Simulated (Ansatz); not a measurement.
# Relaxing Be₂As₃

All numbers below come from DFT PBE, scalar-relativistic, plane waves, PAW (Ansatz). Cutoff 420 eV, Γ-centred k mesh, Gaussian smearing, no spin polarisation in the final step.

A relaxed cell is given with its space group left out.

```
Be As
1.0
     1.79292    1.03514    7.17201
    -1.79292    1.03514    7.17201
     0.00000   -2.07029    7.17201
Be As
2 3
Cartesian
  0.0000 0.0000 8.2217
  0.0000 0.0000 13.2943
  0.0000 0.0000 0.0000
  0.0000 0.0000 4.3522
  0.0000 0.0000 17.1638
```

Formation energies are uncorrected and refer to the elements' standard structures at the same level.

Q: What space group does it have?

A: R-3m (No. 166). Conventional cell: a = 3.586 Å, c = 21.516 Å. Be has 3 As at 2.32 Å, 3 As at 2.72 Å and 3 Be at 2.95 Å; As on Wyckoff site a (1 atom of the primitive cell) has 6 Be at 2.32 Å; As on Wyckoff site c (2 atoms of the primitive cell) has 3 As at 2.58 Å and 3 Be at 2.72 Å.

Q: How far does it lie from the elements in energy?

A: 0.22 eV/atom.

Q: Is it a metal?

A: Yes, bands cross the Fermi level on the 12×12×12 mesh.

The final run used a 12×12×12 mesh on its 5-atom cell and 0.10 eV smearing. The k mesh leaves about 4 meV/atom of noise in metals. The cell came from a trial start, so Be₂As₃ may not exist in this structure.

Cost: 2 runs of about 2.4 core-minutes in all, on Intel Xeon 6975P-C (Granite Rapids) (shared hosts).